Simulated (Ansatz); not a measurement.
A made-up structure of CH5NNa (charge +1), singlet:

```xyz
8
angstrom
C -0.0083 0.5770 0.3939
N 0.2956 -0.6439 -0.3823
Na -2.3341 1.2075 0.3611
H 0.0292 -0.5066 -1.3573
H -0.2398 -1.4290 -0.0118
H 1.2844 -0.8927 -0.3552
H 0.3293 0.4311 1.3881
H 0.6012 1.3634 0.0282
```

It is relaxed with PBE-D4/def2-SVP and then PBE0-D4/def2-TZVP (Ansatz 0.2.0). Atoms count as bonded within 1.22 times the sum of their covalent radii (H–H: 0.88 Å). The end point is not checked to be a true minimum.

Task: Does its bonding change? (Judge from chemistry; the calculation decides.)

Result: Computed: No: no bond forms or breaks.

Where it ends: The first stage lowers the energy by 0.23 eV in 4 steps. It ends as CH₅NNa ([NH3][CH2][Na]), total charge +1:
C1  (-0.123, 0.555, 0.356)
N2  (0.345, -0.677, -0.395)
Na3  (-2.333, 1.446, 0.525)
H4  (0.129, -0.597, -1.386)
H5  (-0.137, -1.508, -0.058)
H6  (1.350, -0.864, -0.323)
H7  (0.222, 0.390, 1.382)
H8  (0.505, 1.362, -0.036)
(Å)

Labels in which every atom is bracketed show which atoms are joined, not bond orders.

For scale, one of the runs: PBE0-D4/def2-TZVP relaxation, 124 basis functions, launched by `ansatz run in.yaml --threads 2 --pin off --events-out ev --progress --plain --max-ram 4352MiB`. The run took about 5 s on 2 CPU threads of an AMD EPYC 9R45 (shared host).
